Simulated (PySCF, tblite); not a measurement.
# C2H4: bond homolysis

What do calculations give for the bond homolysis of C2H4 (`C=C`)?

Programs: tblite 0.8.0 and PySCF 2.14.0, with routines of our own; each step states its level. All values are computed. Atoms count from 0.

### 1 The starting structure

6 atoms, charge 0, multiplicity 1; geometry from: start built from the parent or by distance geometry.

### 2 Relaxing the molecule with GFN2-xTB

Job settings and geometry (Å):

```
{"job": {"kind": "relax", "xc": "GFN2-xTB", "basis": "xTB"}, "charge": 0, "multiplicity": 1}
C     -0.652200    -0.060700    -0.012400
C      0.647500     0.036200    -0.020200
H     -1.213300     0.851800     0.142200
H     -1.188200    -0.981900    -0.175700
H      1.284900    -0.831700    -0.122800
H      1.127600     0.990200     0.145700
```

The run is started by

```sh
$ OMP_NUM_THREADS=1 python redox_run.py task.json out
```

The driver reads the jobs from task.json and runs them one after another.

What it wrote:

```text
step      E/eV     max force
  0    -170.61730    1.004
  1    -170.62260    0.940
  2    -170.63184    0.367
  3    -170.63840    0.251
  4    -170.64441    0.347
  5    -170.64641    0.160
  6    -170.64725    0.098
  7    -170.64811    0.148
  8    -170.64884    0.149
  9    -170.64919    0.074
 10    -170.64934    0.047
 11    -170.64947    0.062
 12    -170.64960    0.075
 13    -170.64967    0.042
 14    -170.64969    0.010
```

Wall time 0.05 s (1 thread of Intel Xeon Platinum 8259CL at 2.50GHz, shared host).

Step by step:

| step | energy from step 0 (eV) | largest force (eV/Å) |
| --- | --- | --- |
| 0 | 0.0000 | 1.0041 |
| 1 | -0.0053 | 0.9400 |
| 2 | -0.0145 | 0.3669 |
| 3 | -0.0211 | 0.2510 |
| 4 | -0.0271 | 0.3467 |
| 5 | -0.0291 | 0.1603 |
| 6 | -0.0300 | 0.0982 |
| 7 | -0.0308 | 0.1484 |
| 8 | -0.0315 | 0.1494 |
| 9 | -0.0319 | 0.0741 |
| 10 | -0.0320 | 0.0469 |
| 11 | -0.0322 | 0.0620 |
| 12 | -0.0323 | 0.0755 |
| 13 | -0.0324 | 0.0422 |
| 14 | -0.0324 | 0.0100 |

Distances of close pairs at the start and the end, largest changes first:

| bond | before (Å) | after (Å) | change (Å) |
| --- | --- | --- | --- |
| C0–C1 | 1.303 | 1.316 | +0.013 |
| C0–H2 | 1.082 | 1.078 | -0.004 |
| C1–H4 | 1.082 | 1.078 | -0.004 |
| C1–H5 | 1.081 | 1.078 | -0.003 |
| C0–H3 | 1.078 | 1.078 | -0.000 |

The next job starts from the end point, and lists it.

### 3 Vibrational analysis with GFN2-xTB

Job settings and geometry (Å):

```
{"job": {"kind": "ir", "xc": "GFN2-xTB", "basis": "xTB"}, "charge": 0, "multiplicity": 1}
C     -0.656034    -0.037077    -0.013468
C      0.657990     0.038346    -0.001563
H     -1.278951     0.831379     0.126291
H     -1.173349    -0.970963    -0.161837
H      1.281457    -0.829644    -0.141361
H      1.175132     0.971940     0.148789
```

What it wrote:

```text
mode    cm-1     km/mol
  1     841.4      3.68
  2     872.3      0.00
  3    1021.6     40.65
  4    1035.5      0.00
  5    1183.6      0.00
  6    1394.2      0.00
  7    1420.1      0.17
  8    1706.0      0.00
  9    3096.2      6.72
 10    3097.1     38.62
 11    3104.3      0.01
 12    3128.9     92.69
ZPE 130.998  H(298)-E 141.512  G(298)-E 76.221 kJ/mol  S 218.99 J/(mol K)
```

It took 0.13 s on 1 thread of Intel Xeon Platinum 8259CL at 2.50GHz, shared host.

Which atoms move in the most intense modes:

| cm⁻¹ | km/mol | atoms |
| --- | --- | --- |
| 841 | 3.7 | H4 24 %, H5 24 %, H3 24 %, H2 24 % |
| 1022 | 40.6 | H3 21 %, H5 21 %, H2 21 %, H4 21 % |
| 1420 | 0.2 | H5 22 %, H4 22 %, H2 22 %, H3 22 % |
| 3096 | 6.7 | H2 41 %, H3 40 % |
| 3097 | 38.6 | H4 41 %, H5 40 % |
| 3129 | 92.7 | H5 23 %, H4 23 %, H3 22 %, H2 22 % |

### 4 Relaxing the molecule at PBE0-D3(BJ)/def2-SVP

Settings changed since step 3:

```diff
@@ -1,2 +1,2 @@
-{"job": {"kind": "ir", "xc": "GFN2-xTB", "basis": "xTB"}, "charge": 0, "multiplicity": 1}
+{"job": {"xc": "PBE0", "basis": "def2-SVP", "d3": "d3bj", "grid": 1, "kind": "geom"}, "charge": 0, "multiplicity": 1}
 C     -0.656034    -0.037077    -0.013468
```

What it wrote:

```text
step   0  E = -78.42641305  max force = 0.010838
step   1  E = -78.42741316  max force = 0.001936
step   2  E = -78.42741634  max force = 0.000111
optimisation converged
```

Run time: 2.1 s. Hardware: 1 thread of Intel Xeon Platinum 8259CL at 2.50GHz, shared host; peak memory 0.27 GiB.

Relaxation path:

| step | energy from step 0 (eV) | largest force component (eV/Å) |
| --- | --- | --- |
| 0 | 0.0000 | 0.5573 |
| 1 | -0.0272 | 0.0996 |
| 2 | -0.0273 | 0.0057 |

Close pairs (by a distance rule), those that changed most:

| bond | before (Å) | after (Å) | change (Å) |
| --- | --- | --- | --- |
| C1–H5 | 1.078 | 1.094 | +0.017 |
| C1–H4 | 1.078 | 1.094 | +0.017 |
| C0–H3 | 1.078 | 1.094 | +0.016 |
| C0–H2 | 1.078 | 1.094 | +0.016 |
| C0–C1 | 1.316 | 1.331 | +0.014 |

The end geometry stands in the next job.

| at the end point | value |
| --- | --- |
| point group (found at 0.08 Å tolerance) | D2h |
| rotational constants (GHz, main isotopes) | 144.6, 30.040, 24.872 |
| dipole moment (D) | 0.00 |

### 5 Harmonic vibrations (C2H4): PBE0-D3(BJ)/def2-SVP

Job settings and geometry (Å):

```
{"job": {"xc": "PBE0", "basis": "def2-SVP", "d3": "d3bj", "grid": 2, "kind": "hessian"}, "charge": 0, "multiplicity": 1}
C     -0.663145    -0.037698    -0.013767
C      0.665256     0.038829    -0.000570
H     -1.291271     0.847252     0.127173
H     -1.182607    -0.988777    -0.165921
H      1.293400    -0.846115    -0.141471
H      1.184698     0.989911     0.151626
```

What it wrote:

```text
coarse grid: 4656 points
cycle   1  E = -78.3995267371  dE = -2.443e-02  |g| = 2.325e-01  |ddm| = 2.238e+00
cycle   2  E = -78.4010179643  dE = -1.491e-03  |g| = 2.258e-01  |ddm| = 4.300e-01
cycle   3  E = -78.4152448101  dE = -1.423e-02  |g| = 3.330e-03  |ddm| = 2.083e-01
cycle   4  E = -78.4152489445  dE = -4.134e-06  |g| = 5.850e-04  |ddm| = 4.969e-03
final grid: 43904 points
cycle   5  E = -78.4274254514  dE = -7.684e-06  |g| = 4.231e-03  |ddm| = 1.247e-02
cycle   6  E = -78.4274257038  dE = -2.524e-07  |g| = 4.161e-03  |ddm| = 7.518e-03
cycle   7  E = -78.4274305281  dE = -4.824e-06  |g| = 3.407e-05  |ddm| = 3.743e-03
cycle   8  E = -78.4274305284  dE = -3.072e-10  |g| = 7.765e-06  |ddm| = 6.135e-05
cycle   9  E = -78.4274305284  dE = -1.549e-11  |g| = 5.882e-07  |ddm| = 1.045e-05
converged SCF energy = -78.4274305284

mode    cm-1
  1     818.6
  2     967.8
  3     975.4
  4    1063.2
  5    1217.6
  6    1362.8
  7    1438.2
  8    1716.4
  9    3149.5
 10    3170.4
 11    3246.2
 12    3268.0
ZPE 133.947  H(298)-E 144.432  G(298)-E 79.077 kJ/mol  S 219.20 J/(mol K)
```

Wall time 14 s (1 thread of Intel Xeon Platinum 8259CL at 2.50GHz, shared host); peak memory 0.64 GiB.

Zero-point energy 133.95 kJ/mol (xTB gave 131.00).

### 6 Single point (C₂H₄): M06-2X/def2-TZVP

Geometry: PBE0-D3(BJ)/def2-SVP.

Job settings and geometry (Å):

```
{"job": {"kind": "sp", "xc": "M06-2X", "basis": "def2-TZVP", "grid": 3}, "charge": 0, "multiplicity": 1}
C     -0.663145    -0.037698    -0.013767
C      0.665256     0.038829    -0.000570
H     -1.291271     0.847252     0.127173
H     -1.182607    -0.988777    -0.165921
H      1.293400    -0.846115    -0.141471
H      1.184698     0.989911     0.151626
```

What it wrote:

```text
coarse grid: 20248 points
cycle   1  E = -78.5597294754  dE =  4.583e-02  |g| = 2.078e-01  |ddm| = 1.524e+00
cycle   2  E = -78.5658383373  dE = -6.109e-03  |g| = 1.413e-01  |ddm| = 2.075e-01
cycle   3  E = -78.5709493035  dE = -5.111e-03  |g| = 1.823e-02  |ddm| = 9.559e-02
cycle   4  E = -78.5710365406  dE = -8.724e-05  |g| = 1.337e-03  |ddm| = 1.405e-02
cycle   5  E = -78.5710370268  dE = -4.862e-07  |g| = 1.957e-04  |ddm| = 1.352e-03
final grid: 67472 points
cycle   6  E = -78.5715584583  dE = -2.536e-06  |g| = 3.673e-04  |ddm| = 5.153e-03
cycle   7  E = -78.5715584973  dE = -3.901e-08  |g| = 1.470e-04  |ddm| = 5.658e-04
cycle   8  E = -78.5715585018  dE = -4.520e-09  |g| = 7.668e-05  |ddm| = 1.471e-04
converged SCF energy = -78.5715585018
```

Run time: 2.5 s. Hardware: 1 thread of Intel Xeon Platinum 8259CL at 2.50GHz, shared host; peak memory 0.42 GiB.

### 7 Single point (C2H3 radical): M06-2X/def2-TZVP

Geometry: PBE0-D3(BJ)/def2-SVP.

Job settings and geometry (Å):

```
{"job": {"kind": "sp", "xc": "M06-2X", "basis": "def2-TZVP", "grid": 3}, "charge": 0, "multiplicity": 2}
C     -0.605510    -0.129413    -0.025993
C      0.695539     0.031637    -0.009754
H     -1.321305    -0.940734    -0.161617
H      1.387344    -0.812342    -0.163921
H      1.158563     1.012472     0.157624
```

What it wrote:

```text
coarse grid: 17776 points
cycle   1  E = -77.8704145231  dE =  7.294e-02  |g| = 1.442e-01  |ddm| = 1.093e+00
cycle   2  E = -77.8819445216  dE = -1.153e-02  |g| = 9.127e-02  |ddm| = 1.745e-01
cycle   3  E = -77.8863777837  dE = -4.433e-03  |g| = 3.336e-02  |ddm| = 7.799e-02
cycle   4  E = -77.8872667573  dE = -8.890e-04  |g| = 1.820e-02  |ddm| = 4.218e-02
cycle   5  E = -77.8875725983  dE = -3.058e-04  |g| = 6.354e-03  |ddm| = 1.714e-02
cycle   6  E = -77.8876658433  dE = -9.324e-05  |g| = 2.211e-03  |ddm| = 1.441e-02
cycle   7  E = -77.8876845489  dE = -1.871e-05  |g| = 9.570e-04  |ddm| = 6.322e-03
cycle   8  E = -77.8876888192  dE = -4.270e-06  |g| = 3.595e-04  |ddm| = 3.254e-03
final grid: 57664 points
cycle   9  E = -77.8879627163  dE = -3.487e-06  |g| = 4.801e-04  |ddm| = 5.223e-03
cycle  10  E = -77.8879629760  dE = -2.596e-07  |g| = 3.418e-04  |ddm| = 7.510e-04
cycle  11  E = -77.8879630698  dE = -9.382e-08  |g| = 1.932e-04  |ddm| = 3.390e-04
cycle  12  E = -77.8879631414  dE = -7.160e-08  |g| = 7.887e-05  |ddm| = 3.344e-04
cycle  13  E = -77.8879631623  dE = -2.092e-08  |g| = 4.180e-05  |ddm| = 1.993e-04
cycle  14  E = -77.8879631678  dE = -5.434e-09  |g| = 9.640e-06  |ddm| = 1.297e-04
converged SCF energy = -77.8879631678
```

It took 5.5 s on 1 thread of Intel Xeon Platinum 8259CL at 2.50GHz, shared host; peak memory 0.38 GiB.

### 8 Bond homolysis: M06-2X/def2-TZVP

This step combines the energies above: geometries from PBE0-D3(BJ)/def2-SVP, zero-point and thermal terms from PBE0-D3(BJ)/def2-SVP.

Job settings and geometry (Å):

```
{"job": {"kind": "bd", "cap": 8, "geom": {"xc": "PBE0", "basis": "def2-SVP", "d3": "d3bj", "grid": 1}, "hess": 1, "level": {"xc": "M06-2X", "basis": "def2-TZVP", "grid": 3}}, "charge": 0, "multiplicity": 1}
C     -0.663145    -0.037698    -0.013767
C      0.665256     0.038829    -0.000570
H     -1.291271     0.847252     0.127173
H     -1.182607    -0.988777    -0.165921
H      1.293400    -0.846115    -0.141471
H      1.184698     0.989911     0.151626
```

Output (the driver's rows laid out field by field):

```text
homolysis bond by bond, M06-2X/def2-TZVP // PBE0-D3(BJ)/def2-SVP

row 1
  atoms                   0 2
  elements                C H
  length                  1.0943
  fragments               formula C2H3, charge 0, multiplicity 2, smiles [CH]=C, kept yes, pieces 1, point_group Cs, largest_spin C 1.057; formula H, charge 0, multiplicity 2, smiles [H], kept yes, pieces 1
  electronic              486.89
  zero_kelvin             449.13
  enthalpy                455.47
  free_energy             416.89
```

Wall time 48 s (1 thread of Intel Xeon Platinum 8259CL at 2.50GHz, shared host); peak memory 0.38 GiB.

Some single points behind these values are not shown above.

Dissociation energies (kJ/mol, gas phase, 298 K for the thermal columns):

| bond | fragments | electronic | enthalpy | free energy |
| --- | --- | --- | --- | --- |
| C0–H2 | [CH]=C + [H] | 486.9 | 455.5 | 416.9 |

### 9 Single point (C2H4): wavefunction

Geometry: PBE0-D3(BJ)/def2-SVP.

Job settings and geometry (Å):

```
{"job": {"kind": "sp", "xc": "CCSD(T)", "basis": "ma-def2-TZVP", "grid": 2}, "charge": 0, "multiplicity": 1}
C     -0.663145    -0.037698    -0.013767
C      0.665256     0.038829    -0.000570
H     -1.291271     0.847252     0.127173
H     -1.182607    -0.988777    -0.165921
H      1.293400    -0.846115    -0.141471
H      1.184698     0.989911     0.151626
```

With the program's defaults for keys left out, this is: wavefunction single point, frozen core, gas phase.

What it wrote:

```text
final grid: 43904 points
cycle   1  E = -78.0432550608  dE =  8.600e-02  |g| = 2.318e-01  |ddm| = 1.473e+00
cycle   2  E = -78.0626438166  dE = -1.939e-02  |g| = 6.014e-02  |ddm| = 1.954e-01
cycle   3  E = -78.0641674279  dE = -1.524e-03  |g| = 1.319e-02  |ddm| = 6.652e-02
cycle   4  E = -78.0642235601  dE = -5.613e-05  |g| = 2.615e-03  |ddm| = 1.136e-02
cycle   5  E = -78.0642272628  dE = -3.703e-06  |g| = 6.645e-04  |ddm| = 2.871e-03
cycle   6  E = -78.0642275965  dE = -3.336e-07  |g| = 1.545e-04  |ddm| = 1.021e-03
cycle   7  E = -78.0642276197  dE = -2.322e-08  |g| = 1.427e-05  |ddm| = 2.925e-04
cycle   8  E = -78.0642276198  dE = -1.555e-10  |g| = 1.946e-06  |ddm| = 3.918e-05
converged SCF energy = -78.0642276198
E(HF, exact integrals) = -78.0642500558
E(MP2) = -78.3887529775
E(CCSD) = -78.4150712419
E(CCSD(T)) = -78.4294957261
T1 diagnostic = 0.0112
```

Run time: 13 s. Hardware: 1 thread of Intel Xeon Platinum 8259CL at 2.50GHz, shared host; peak memory 0.66 GiB.

### 10 Single point (C₂H₃ radical): wavefunction

Geometry: PBE0-D3(BJ)/def2-SVP.

Job settings and geometry (Å):

```
{"job": {"kind": "sp", "xc": "CCSD(T)", "basis": "ma-def2-TZVP", "grid": 2}, "charge": 0, "multiplicity": 2}
C     -0.605510    -0.129413    -0.025993
C      0.695539     0.031637    -0.009754
H     -1.321305    -0.940734    -0.161617
H      1.387344    -0.812342    -0.163921
H      1.158563     1.012472     0.157624
```

Level: wavefunction single point, frozen core, gas phase.

What it wrote:

```text
final grid: 38536 points
cycle   1  E = -77.3744060400  dE =  7.925e-02  |g| = 1.919e-01  |ddm| = 1.070e+00
cycle   2  E = -77.4090570729  dE = -3.465e-02  |g| = 6.923e-02  |ddm| = 2.491e-01
cycle   3  E = -77.4152537371  dE = -6.197e-03  |g| = 2.812e-02  |ddm| = 9.896e-02
cycle   4  E = -77.4166183218  dE = -1.365e-03  |g| = 1.607e-02  |ddm| = 4.511e-02
cycle   5  E = -77.4173718095  dE = -7.535e-04  |g| = 1.257e-02  |ddm| = 2.704e-02
cycle   6  E = -77.4180412932  dE = -6.695e-04  |g| = 1.139e-02  |ddm| = 2.491e-02
cycle   7  E = -77.4187818179  dE = -7.405e-04  |g| = 1.031e-02  |ddm| = 2.893e-02
cycle   8  E = -77.4203747308  dE = -1.593e-03  |g| = 6.041e-03  |ddm| = 8.306e-02
cycle   9  E = -77.4207710019  dE = -3.963e-04  |g| = 1.738e-03  |ddm| = 5.801e-02
cycle  10  E = -77.4207525742  dE =  1.843e-05  |g| = 1.633e-03  |ddm| = 1.330e-02
cycle  11  E = -77.4207728254  dE = -2.025e-05  |g| = 7.327e-04  |ddm| = 1.843e-02
cycle  12  E = -77.4207762483  dE = -3.423e-06  |g| = 1.485e-04  |ddm| = 5.226e-03
cycle  13  E = -77.4207762965  dE = -4.818e-08  |g| = 4.506e-05  |ddm| = 4.380e-04
cycle  14  E = -77.4207763058  dE = -9.283e-09  |g| = 2.283e-05  |ddm| = 4.640e-04
converged SCF energy = -77.4207763058
E(HF, exact integrals) = -77.4207982266
E(MP2) = -77.6972021186
E(CCSD) = -77.7326589297
E(CCSD(T)) = -77.7459444497
T1 diagnostic = 0.0618
```

Run time: 49 s. Hardware: 1 thread of Intel Xeon Platinum 8259CL at 2.50GHz, shared host; peak memory 2.7 GiB.

[end of part 1 of 2]
